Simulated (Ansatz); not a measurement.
# NH2+ (triplet): energies up the ladder, part 2 of 2

Wanted for NH2+ (triplet): energies up the ladder. Charge +1. Spin multiplicity 3.

Ansatz 0.2.0, Gaussian bases. Earlier steps stand in the parts before.

### 11 Single point, B2PLYP/def2-TZVPP

input.yaml reads:

```yaml
crystal:
  periodic: [false, false, false]
  atoms:
    - { symbol: "N", position_ang: [-0.00057891, 0.00229316, 3.28e-06] }
    - { symbol: H, position_ang: [-0.05828156, 0.23086238, 1.0061272] }
    - { symbol: H, position_ang: [-0.05828157, 0.23086242, -1.00612049] }
magnetization:
  spin_polarized: true
  initial_magnetization: 2
total_charge: 1
basis:
  gaussian: { orbitals: def2-TZVPP }
hamiltonian:
  xc: { name: B2PLYP }
```

Launch:

```
$ ansatz run input.yaml --threads 1 --pin off --max-ram 2560MiB --backend cpu --events-out ev --progress --plain --runs-dir out
```

What it wrote, shortened:

```text
Warning: RAYON_NUM_THREADS=1 ignored (pool sized by the plan → 1); use --threads N
[...]
Functional definition: B2PLYP
[...]
347 factors; integrals over basis functions are off by at most 1.2e-3 eV
[...]
mean field -1507.65905742 eV, -55.4054484323 hartree, gradient 7.9e-6 eV, S^2 2.012180; 0 other end points of the search recorded, 0 dependent functions left out
1 core orbitals not correlated: weight in the atoms' cores, before any rotation towards them, 1.000 or more for the frozen orbitals, at most 0.000 for the correlated occupied ones
reference -1507.65913024 eV, -55.4054511082 hartree; 4, 2 occupied and 54, 56 virtual orbitals, 347 factors
second order -4.22764640 eV of doubles, -0.00000000 eV of singles
Total energy: -1508.80059477 eV, -55.4473991559 hartree
```

It took 2.1 s on 1 thread of Intel Xeon at 2.50GHz (Skylake/Cascade Lake), shared host; peak memory 0.093 GiB.

### 12 Single point, LDA/def2-TZVPP

Changes to input.yaml since step 11:

```diff
@@ -13,2 +13,2 @@
 hamiltonian:
-  xc: { name: B2PLYP }
+  xc: lda
```

Launch:

```
$ ansatz run input.yaml --threads 1 --pin off --max-ram 2560MiB --backend cpu --events-out ev --progress --plain --runs-dir out
```

What it wrote:

```text
Warning: RAYON_NUM_THREADS=1 ignored (pool sized by the plan → 1); use --threads N
[... 1 set-up line as earlier in the session ...]
Functional definition: SPW92
  exchange = slater_x
  correlation = pw_c
273 factors; their error is unknown
mean field evaluation 1: about -1490.8315 eV, gradient 3.9e1 eV
mean field evaluation 2: about -1489.6381 eV, gradient 4.1e1 eV
mean field evaluation 4: about -1496.5927 eV, gradient 2.4e-1 eV
mean field evaluation 8: about -1496.5873 eV, gradient 2.8e-3 eV
mean field -1496.58725479 eV, -54.9985671902 hartree, gradient 6.6e-6 eV, S^2 2.005816; 0 other end points of the search recorded, 0 dependent functions left out
reference -1496.58727006 eV, -54.9985677515 hartree; 5, 3 occupied and 54, 56 virtual orbitals, 273 factors
Total energy: -1496.58727006 eV, -54.9985677515 hartree
```

Run time: 0.85 s. Hardware: 1 thread of Intel Xeon at 2.50GHz (Skylake/Cascade Lake), shared host; peak memory 0.084 GiB.

### 13 Single point, PBE0-D4/def2-SVP

Changes to input.yaml since step 12:

```diff
@@ -11,4 +11,5 @@
 basis:
-  gaussian: { orbitals: def2-TZVPP }
+  gaussian: { orbitals: def2-SVP }
 hamiltonian:
-  xc: lda
+  xc: pbe0
+  dispersion: d4
```

Launch:

```
$ ansatz run input.yaml --threads 1 --pin off --max-ram 2560MiB --backend cpu --events-out ev --progress --plain --runs-dir out
```

What it wrote:

```text
Warning: RAYON_NUM_THREADS=1 ignored (pool sized by the plan → 1); use --threads N
[... 2 set-up lines as earlier in the session ...]
  parameter a = 0.25
[... 2 set-up lines as earlier in the session ...]
  exchange = (1 - a)*pbe_x(kappa = kappa, mu = beta*pi^2/3) + a*exact_x
[... 1 set-up line as earlier in the session ...]
250 factors; integrals over basis functions are off by at most 6.0e-4 eV
mean field evaluation 1: about -1503.6395 eV, gradient 2.5e1 eV
mean field evaluation 2: about -1504.9702 eV, gradient 1.9e1 eV
mean field evaluation 4: about -1506.5216 eV, gradient 1.2e-1 eV
mean field evaluation 8: about -1506.5200 eV, gradient 5.9e-4 eV
mean field -1506.52004832 eV, -55.3635906199 hartree, gradient 2.1e-5 eV, S^2 2.009218; 0 other end points of the search recorded, 0 dependent functions left out
reference -1506.52005773 eV, -55.3635909655 hartree; 5, 3 occupied and 19, 21 virtual orbitals, 250 factors
Total energy: -1506.52251416 eV, -55.3636812377 hartree
```

It took 0.99 s on 1 thread of Intel Xeon at 2.50GHz (Skylake/Cascade Lake), shared host; peak memory 0.081 GiB.

### 14 Single point, PBE-D4/def2-SVP

Changes to input.yaml since step 13:

```diff
@@ -13,3 +13,3 @@
 hamiltonian:
-  xc: pbe0
+  xc: pbe
   dispersion: d4
```

Launch:

```
$ ansatz run input.yaml --threads 1 --pin off --max-ram 2560MiB --backend cpu --events-out ev --progress --plain --runs-dir out
```

What it wrote, shortened:

```text
Warning: RAYON_NUM_THREADS=1 ignored (pool sized by the plan → 1); use --threads N
[... 6 set-up lines as earlier in the session ...]
288 factors; their error is unknown
mean field evaluation 1: about -1501.6476 eV, gradient 3.2e1 eV
mean field evaluation 2: about -1501.3871 eV, gradient 3.3e1 eV
mean field evaluation 4: about -1506.2257 eV, gradient 1.1e-1 eV
mean field evaluation 8: about -1506.2125 eV, gradient 1.2e-2 eV
mean field -1506.21253238 eV, -55.3522896173 hartree, gradient 1.9e-5 eV, S^2 2.007093; 0 other end points of the search recorded, 0 dependent functions left out
reference -1506.21254505 eV, -55.3522900829 hartree; 5, 3 occupied and 19, 21 virtual orbitals, 288 factors
Total energy: -1506.21560854 eV, -55.3524026641 hartree
```

Wall time 1 s (1 thread of Intel Xeon at 2.50GHz (Skylake/Cascade Lake), shared host); peak memory 0.077 GiB.

### 15 Single point, CCSD(T)/def2-TZVPP

Changes to input.yaml since step 14:

```diff
@@ -11,5 +11,6 @@
 basis:
-  gaussian: { orbitals: def2-SVP }
-hamiltonian:
-  xc: pbe
-  dispersion: d4
+  gaussian: { orbitals: def2-TZVPP }
+correlation:
+  method: ccsd_t
+scf:
+  omitted_lower_state_checks: [cluster_reference]
```

Launch:

```
$ ansatz run input.yaml --threads 1 --pin off --max-ram 2560MiB --backend cpu --events-out ev --progress --plain --runs-dir out
```

What it wrote, shortened:

```text
Warning: RAYON_NUM_THREADS=1 ignored (pool sized by the plan → 1); use --threads N
[...]
Functional definition: HF
[...]
347 factors; integrals over basis functions are off by at most 1.2e-3 eV
[...]
mean field -1503.07971694 eV, -55.2371607737 hartree, gradient 1.7e-6 eV, S^2 2.023592; 0 other end points of the search recorded, 0 dependent functions left out
1 core orbitals not correlated: weight in the atoms' cores, before any rotation towards them, 1.000 or more for the frozen orbitals, at most 0.000 for the correlated occupied ones
reference -1503.07971694 eV, -55.2371607737 hartree; 4, 2 occupied and 54, 56 virtual orbitals, 347 factors
second order -3.54192692 eV of doubles, -0.00000000 eV of singles
cycle   1  -3.92388292 eV  change   -3.8e-1 eV  update   3.4e-2
[...]
cycle   9  -4.07018065 eV  change    6.7e-7 eV  update   2.7e-6
perturbative correction -0.08446447 eV, -0.0031040119 hartree
Total energy: -1507.23436207 eV, -55.3898411658 hartree
Checks for a lower state left out: cluster_reference
```

Run time: 3.4 s. Hardware: 1 thread of Intel Xeon at 2.50GHz (Skylake/Cascade Lake), shared host; peak memory 0.16 GiB.

### 16 Single point, CCSD(T)/def2-QZVPP

Changes to input.yaml since step 15:

```diff
@@ -11,3 +11,3 @@
 basis:
-  gaussian: { orbitals: def2-TZVPP }
+  gaussian: { orbitals: def2-QZVPP.json }
 correlation:
```

Launch:

```
$ ansatz run input.yaml --threads 1 --pin off --max-ram 2560MiB --backend cpu --events-out ev --progress --plain --runs-dir out
```

What it wrote, shortened:

```text
Warning: RAYON_NUM_THREADS=1 ignored (pool sized by the plan → 1); use --threads N
[...]
[... 1 set-up line as earlier in the session ...]
[...]
700 factors; integrals over basis functions are off by at most 9.7e-4 eV
[...]
mean field -1503.14077184 eV, -55.2394044997 hartree, gradient 1.2e-6 eV, S^2 2.023686; 0 other end points of the search recorded, 0 dependent functions left out
1 core orbitals not correlated: weight in the atoms' cores, before any rotation towards them, 1.000 or more for the frozen orbitals, at most 0.000 for the correlated occupied ones
reference -1503.14077184 eV, -55.2394044997 hartree; 4, 2 occupied and 112, 114 virtual orbitals, 700 factors
second order -3.82966942 eV of doubles, -0.00000000 eV of singles
cycle   1  -4.16759830 eV  change   -3.4e-1 eV  update   3.4e-2
[...]
cycle   9  -4.31389424 eV  change    3.1e-6 eV  update   3.1e-6
perturbative correction -0.09848449 eV, -0.0036192384 hartree
Total energy: -1507.55315057 eV, -55.4015564272 hartree
Checks for a lower state left out: cluster_reference
```

Run time: 18 s. Hardware: 1 thread of Intel Xeon at 2.50GHz (Skylake/Cascade Lake), shared host; peak memory 0.71 GiB.

### 17 Extrapolation to the basis-set limit

CCSD(T)/CBS estimate, frozen core: CCSD(T) correlation extrapolated, from def2-TZVPP and def2-QZVPP: mean field -1503.1492 eV, total -1507.7525 eV. The exponents are 7.88 (mean field) and 2.97 (correlation).

### 18 The levels compared

```
             level  N1–H2 (Å)  N1–H3 (Å)  rotational constants (MHz)  highest frequency (cm⁻¹)  CPU time
PBE0-D4/def2-TZVPP     1.0334     1.0334  5.1611e+06, 247680, 236340                      3514     7.6 s
```

Constants are for the commonest isotopes at the equilibrium geometry; times are CPU times of the relaxations.

### 19 Total energies

```
               level  energy (eV)  CPU time
   PBE-D4/def2-TZVPP   -1507.9753       1 s
r2SCAN-D4/def2-TZVPP   -1509.2500     2.1 s
 B3LYP-D4/def2-TZVPP   -1509.9655     1.2 s
  wB97M-V/def2-TZVPP   -1509.2764     2.7 s
   B2PLYP/def2-TZVPP   -1508.8006     1.5 s
      LDA/def2-TZVPP   -1496.5873    0.57 s
    PBE0-D4/def2-SVP   -1506.5225    0.74 s
     PBE-D4/def2-SVP   -1506.2156     0.7 s
  CCSD(T)/def2-TZVPP   -1507.2344     2.8 s
  CCSD(T)/def2-QZVPP   -1507.5532      17 s
         CCSD(T)/CBS   -1507.7525         -
```

### 20 What came out

What follows sums up all 2 parts.

| quantity | value |
| --- | --- |
| N1–H2 at PBE0-D4/def2-TZVPP | 1.033 Å |
| N1–H3 at PBE0-D4/def2-TZVPP | 1.033 Å |
| frequencies at PBE0-D4/def2-TZVPP | 699 to 3514 cm⁻¹ |
| energy at CCSD(T)/CBS | -1507.752 eV |

In words: No mode is imaginary, so the geometry is a minimum. These totals serve in differences with atoms or fragments at the same level; alone they don't rank the methods.
